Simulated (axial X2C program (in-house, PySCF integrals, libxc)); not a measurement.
# What spin–orbit coupling does to MgB

Calculated with an in-house relativistic program for diatomic molecules. Spin-free means the one-electron spin-free X2C Hamiltonian; two-component (2c) means X2C with spin–orbit coupling and atomic mean-field two-electron Coulomb and Gaunt terms, so the difference of the two also holds small scalar two-electron terms. Basis: Mg dyall-cv3z [9s8p6d3f], B dyall-v3z [7s6p2d1f] (cores contracted in-house); Gaussian nuclei, density fitting, unrestricted open shells. Masses: Mg 23.985 u, B 11.009 u.

Spin-free state: M_S = 1/2, Λ = 1 (beyond evenly filled blocks: π+α); fragments Mg + B.

| level | Re (Å) | ωe (cm⁻¹) | De (eV) | μ (D) |
| --- | --- | --- | --- | --- |
| PBE0 | 2.369 | 369.6 | 0.625 | -2.34 |
| HF | 2.319 | 434.4 | 0.327 | -2.18 |
| CCSD | 2.404 | 312.5 | 0.217 | n/a |
| CCSD(T) | 2.418 | 306.8 | 0.325 | n/a |
| PBEsol | 2.371 | 379.0 | 0.889 | -2.46 |

Correlated methods: 5 electrons correlated (number of frozen shells: Mg 2 s, 1 p; B 1 s), 221 virtual spin orbitals or spinors in MP2, 77 natural virtuals in coupled cluster.

Dipoles are positive if B is the positive end.

(1) Within this multiplet, which Ω should lie lowest by the rule for regular and inverted multiplets?

Two-component determinant lowest at the distance of the search:

Ω = 1/2 (⟨Sz⟩ = -0.50, ⟨Lz⟩ = 1.00 at HF); fragments Mg + B.

```json
{"level": "PBE0", "Re (Å)": "2.369", "ωe (cm⁻¹)": "369.6", "De (eV)": "0.625", "μ (D)": "-2.34"}
{"level": "HF", "Re (Å)": "2.320", "ωe (cm⁻¹)": "434.3", "De (eV)": "0.294", "μ (D)": "-2.18"}
{"level": "CCSD", "Re (Å)": "2.405", "ωe (cm⁻¹)": "312.7", "De (eV)": "0.218", "μ (D)": "n/a"}
{"level": "CCSD(T)", "Re (Å)": "2.418", "ωe (cm⁻¹)": "307.3", "De (eV)": "0.325", "μ (D)": "n/a"}
{"level": "PBEsol", "Re (Å)": "2.371", "ωe (cm⁻¹)": "379.0", "De (eV)": "0.889", "μ (D)": "-2.46"}
```

(2) From the two tables, how do the constants change at the CCSD(T) level (2c against spin-free)?

The state is a single determinant with fixed occupations, the lowest that a limited PBE0 search found. De is counted from the lowest determinant-based energies of the atoms at the same level, without counterpoise correction. Density functionals use the spin component along the axis (collinear). Coupled cluster ran in a truncated set of natural virtual spinors; the MP2 energy of the rest was added. (T) has no such correction and the atoms are truncated less, which lowers De at CCSD(T) by a hundredth of an eV or more. In 2c an atomic determinant is not the ground J level, so De misses part of the atomic spin–orbit lowering. This holds for PBE0, PBEsol. The functionals have no current-density term, which raises determinants with orbital currents, atoms included. The atomic limit has a lower orbital projection than the molecule and lies lower at mean-field level, so De may be about a tenth of an eV too small. The determinant is spin-polarised beyond a pure state at some levels (its spin-free form has ⟨S²⟩ too high), which makes Re and μ there less reliable. The T1 diagnostic is large, a sign of multireference character. The stretched end of a curve changes character and is left out.

Results:

(1) The open π shell holds one electron, so the multiplet is regular: Ω = Λ − 1/2 = 1/2. The PBE0 2c search agrees, though Ω = 3/2 of the search lies only 0.00 eV higher.

(2) At the CCSD(T) level Re is unchanged within 0.001 Å and ωe goes up by 0.5 cm⁻¹; De changes by 0.000 eV.
